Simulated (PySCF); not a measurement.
Compound: C3H6FN2 (charge +1).
Numbering: `[NH2:1]/[C:2]([F:3])=[CH:4]/[CH:5]=[NH2+:6]` (hydrogens: H7, H8 on N1; H9 on C4; H10 on C5; H11, H12 on N6)

The calculation used CAM-B3LYP/def2-SVP geometry optimisation, gas phase (PySCF).

(1) Give the optimised bond lengths and angles.

Answers

(1) 
```
        bond  length (pm)   order
       N1–C2        131.4  single
       C2–F3        131.4  single
       C2=C4        138.7  double
       C4–C5        139.4  single
       C5=N6        131.5  double
N1–H7, N1–H8        101.6  single
       C4–H9        108.9  single
      C5–H10        109.5  single
      N6–H11        101.6  single
      N6–H12        101.6  single
```

Bonds in one row agree within 1 pm and their mean is given. Orders are formal, as drawn. A selection of angles:
```
     angle  degrees
  C2–N1–H7    120.0
  C2–N1–H8    121.2
  H7–N1–H8    118.8
  N1–C2–F3    113.5
  N1–C2–C4    127.5
  F3–C2–C4    119.0
  C2–C4–C5    124.9
  C2–C4–H9    117.7
  C5–C4–H9    117.4
  C4–C5–N6    129.3
 C4–C5–H10    116.1
 N6–C5–H10    114.6
 C5–N6–H11    122.6
 C5–N6–H12    120.2
H11–N6–H12    117.3
```

Dihedral angles: N1–C2–C4–C5 180° (antiperiplanar); C2–C4–C5–N6 0° (synperiplanar).

H11 on N6 lies 2.15 Å from F3, 5 bonds away (angle at H 117°; Bondi radii sum to 2.67 Å). N6 (nitrogen bonded to C and 2 H) is planar (angles 122.6°, 120.2° and 117.3°, sum 360.0°, 0.00 Å off the plane of its three neighbours). The 6 heavy atoms lie in one plane (0.003 Å rms). C4 (alkene CH carbon) is planar (angles 124.9°, 117.7° and 117.4°, sum 360.0°, 0.00 Å off the plane of its three neighbours). Of the pairs four or more bonds apart, those above aside, F3···N6 is among the closest relative to their van der Waals radii: 2.76 Å, 92 % of the sum of Bondi's values. C5 (C=N carbon) is planar (angles 129.3°, 116.1° and 114.6°, sum 360.0°, 0.00 Å off the plane of its three neighbours). C2 (vinylic C–F carbon) is planar (angles 127.5°, 119.0° and 113.5°, sum 360.0°, 0.00 Å off the plane of its three neighbours).

Point group: Cs (every atom within 0.08 Å of its image). Whether it is a minimum is left open (no frequencies). One conformer (not necessarily the lowest) at the CAM-B3LYP/def2-SVP geometry, without solvent, vibrations or thermal averaging.
